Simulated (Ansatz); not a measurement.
How far each method lies from RCCSDT(Q) for C3H7Cl, singlet

Geometry: MP2(full)/6-31G*, from the G2/97 set.

```yaml
atoms:
  - { symbol: C, position_ang: [1.0494, -0.6518, 0.0000] }
  - { symbol: C, position_ang: [2.5224, -0.2546, 0.0000] }
  - { symbol: C, position_ang: [0.1568, 0.5735, 0.0000] }
  - { symbol: H, position_ang: [0.8205, -1.2616, 0.8792] }
  - { symbol: H, position_ang: [0.8205, -1.2616, -0.8792] }
  - { symbol: H, position_ang: [3.1622, -1.1404, 0.0000] }
  - { symbol: Cl, position_ang: [-1.5760, 0.1303, 0.0000] }
  - { symbol: H, position_ang: [2.7717, 0.3382, -0.8847] }
  - { symbol: H, position_ang: [2.7717, 0.3382, 0.8847] }
  - { symbol: H, position_ang: [0.3296, 1.1864, 0.8865] }
  - { symbol: H, position_ang: [0.3296, 1.1864, -0.8865] }
```

Basis 6-31G; Ansatz 0.2.0. Correlated methods freeze the noble-gas cores, which leaves 26 electrons in 46 orbitals. Prefix R: restricted or restricted open-shell reference. Active spaces: frontier = (8e, 8o) about the gap.

Full CI isn't at hand for all of this; RCCSDT(Q) serves as the reference, and is uncertain by about the last step of the cluster series.

* UHF ⟨S²⟩: 0.000
* T1 diagnostic (RCCSD): 0.0069
* largest doubles amplitude (RCCSD): 0.034

```tsv
level	E − E(RCCSDT(Q)) (kJ/mol)	share of correlation (%)	wall time
RHF	974.7	0.00	–
RMP2	141.9	85.45	–
CISD	135.0	86.15	6.5 s
RCCSD	23.4	97.60	–
RCCSD(T)	2.8	99.72	1.2 s
BCCD(T)	2.8	99.72	1.4 s
RCCSDT	1.0	99.89	–
CASSCF (frontier space)	745.3	23.53	–
NEVPT2 (frontier space)	116.4	88.05	11 s
MRCISD (frontier space)	83.9	91.39	–
MRCISD+Q (frontier space)	14.7	98.49	9 s (H100)
```

The correlation energy at RCCSDT(Q), counted from RHF, is -10.102 eV. That run took 4.6 s on 2 threads of AMD EPYC 7R13 with a shared H100 80 GB, shared host.

Times hold each run's SCF and search for its determinant on a shared host, so for small cases they say little of a method's own cost; rows without a card ran on 1 thread of AMD EPYC 7R13.

Atomization energy (electronic, same basis, no zero-point term; atoms at the same level, unrestricted beside the R rows where the molecule is a closed shell, with restricted open-shell steps beyond CCSDT(Q)) at RCCSDT(Q): 3569.5 kJ/mol. Errors of other levels:

| level | error (kJ/mol) |
| --- | --- |
| RHF | -598.5 |
| RMP2 | -16.2 |
| CISD | -128.0 |
| RCCSD | -18.8 |
| RCCSD(T) | -1.5 |
| BCCD(T) | -1.3 |
| RCCSDT | -1.1 |

This basis is far from its limit, so the value isn't to be set against a measured one. Truncated CI isn't size-consistent, which counts against it in atomization.
